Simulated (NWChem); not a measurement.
**OPBE/def2-SVP (esp resp) run of SiH4S (SMILES [SiH3]S)**

What is the energy difference between two shapes of SiH4S at OPBE/def2-SVP (esp resp)? 

Program for the calculation: NWChem 7.3.0.

5 further runs of the same task are left out: 5 set aside as unsound or not needed.

**1. The system as given**

SiH4S has 6 atoms, charge 0, and is taken as a singlet. As SMILES, `[SiH3]S`. The coordinates come from a PBE0-D4/def2-TZVP relaxation.

Bond lengths: Si1–S2 2.137 Å, Si1–H3 1.485 Å, Si1–H4 1.482 Å, Si1–H5 1.485 Å, S2–H6 1.344 Å. Angles: Si1–S2–H6 94.7°, S2–Si1–H3 111.6°, S2–Si1–H4 104.8°, S2–Si1–H5 111.6°, H3–Si1–H4 110.0°, H3–Si1–H5 108.8°, H4–Si1–H5 110.0°.

**2. A single-point energy at OPBE/def2-SVP (esp resp)**

Contents of run.nw:

```
start run
title "H4SSi"
memory stack 880 mb heap 220 mb global 1100 mb
geometry units atomic noautosym nocenter noautoz
  Si    -0.32087550    -0.49775386    -0.82392059
  S      1.71454851    -0.02381055     2.63201055
  H     -3.07987564    -0.14040665    -0.45655783
  H      0.20522426    -3.13373283    -1.61099152
  H      0.56653989     1.28728144    -2.79887336
  H      0.99418491     2.38729101     2.97121639
end
basis spherical bse
  Si library def2-SVP
  S library def2-SVP
  H library def2-SVP
end
dft
  xc optx cpbe96
  grid fine
  direct
  mulliken
  print low
end
esp
  restrain
  recalculate
end
task dft
task esp
```

The run is started by

```
nwchem run.nw > run.out
```

Standard output:

```text
[...]
 d= 0,ls=0.0,diis     1   -689.7926164097 -7.79D+02  1.29D-02  1.81D-01     0.7
[...]
 d= 0,ls=0.0,diis     8   -689.8207360612  8.85D-09  6.63D-06  1.42D-07     4.0
         Total DFT energy =     -689.820736061222
      One electron energy =    -1131.263871575242
           Coulomb energy =      400.250976592865
    Exchange-Corr. energy =      -48.046475741707
 Nuclear repulsion energy =       89.238634662863
[...]
      Total Density - Mulliken Population Analysis
     ---------------------------------------------
    Atom       Charge   Shell Charges
 -----------   ------   -------------------------------------------------------
    1 Si  14    13.71   2.00  1.98  1.07  0.18  5.93  1.33  1.01  0.19
    2 S   16    16.29   2.00  1.99  1.23  0.66  5.93  1.83  2.61  0.04
    3 H    1     1.04   0.74  0.29  0.01
    4 H    1     1.03   0.74  0.29  0.01
    5 H    1     1.04   0.74  0.29  0.01
    6 H    1     0.88   0.71  0.14  0.03
[...]
 Dipole moment                                  0.520664    0.519654    0.519654
 Quadrupole moment Qxx                         -2.524791   -2.518092   -2.518092
                   Qyy                          3.133779    3.115179    3.115179
                   Qzz                         -0.608988   -0.597087   -0.597087
[...]
```

Run time: 5.1 s. Hardware: 1 thread of AMD EPYC 7R43 (Zen 3), shared host; peak memory 0.11 GiB.

**3. The distorted shape, same level**

Contents of h4ssi.nw:

```
echo
start h4ssi
title "H4SSi"
memory stack 880 mb heap 220 mb global 1100 mb
charge 0
geometry units angstroms noautosym nocenter noautoz
  Si    -0.181551    -0.268221    -0.430062
  S      0.923910     0.004669     1.353252
  H     -1.630770    -0.097855    -0.269175
  H      0.129432    -1.665161    -0.848334
  H      0.316679     0.681622    -1.507475
  H      0.512641     1.261523     1.558865
end
basis spherical bse
  Si library def2-SVP
  S library def2-SVP
  H library def2-SVP
end
dft
  xc optx cpbe96
  grid fine
  direct
  mulliken
  print low
end
esp
  restrain
  recalculate
end
task dft energy
task esp
```

The run is started by

```
nwchem h4ssi.nw > h4ssi.out
```

Standard output:

```text
[...]
 d= 0,ls=0.0,diis     1   -689.7920249536 -7.80D+02  1.28D-02  1.81D-01     0.7
[...]
 d= 0,ls=0.0,diis     8   -689.8200023043  8.48D-09  6.50D-06  1.36D-07     4.0
         Total DFT energy =     -689.820002304258
      One electron energy =    -1132.315323970374
           Coulomb energy =      400.768462779928
    Exchange-Corr. energy =      -48.047641024799
 Nuclear repulsion energy =       89.774499910988
[...]
      Total Density - Mulliken Population Analysis
     ---------------------------------------------
    Atom       Charge   Shell Charges
 -----------   ------   -------------------------------------------------------
    1 Si  14    13.71   2.00  1.98  1.07  0.18  5.93  1.33  1.01  0.19
    2 S   16    16.29   2.00  1.99  1.23  0.65  5.93  1.84  2.60  0.04
    3 H    1     1.04   0.74  0.29  0.01
    4 H    1     1.03   0.73  0.29  0.01
    5 H    1     1.04   0.73  0.31  0.01
    6 H    1     0.88   0.71  0.14  0.03
[...]
 Dipole moment                                  0.503199    0.502184    0.502184
 Quadrupole moment Qxx                         -2.282226   -2.273365   -2.273365
                   Qyy                          3.199143    3.179093    3.179093
                   Qzz                         -0.916917   -0.905728   -0.905728
[...]
```

Wall time 5.1 s (1 thread of AMD EPYC 7R43 (Zen 3), shared host); peak memory 0.11 GiB.

**4. Summary of results**

Level: OPBE/def2-SVP (esp resp).

| quantity | value |
| --- | --- |
| first shape: total energy | -689.82074 Eh |
| distorted shape: total energy | -689.82000 Eh |
| energy change with the atoms displaced | 0.020 eV |

**Reading.** With the atoms displaced the energy rises by 0.02 eV (0.5 kcal/mol). The first shape isn't relaxed at this level, so the change isn't measured from a minimum. Mulliken charges (first shape) run from -0.29 on S2 to +0.29 on Si1. Mulliken charges (distorted shape) run from -0.29 on S2 to +0.29 on Si1; they depend strongly on the basis.
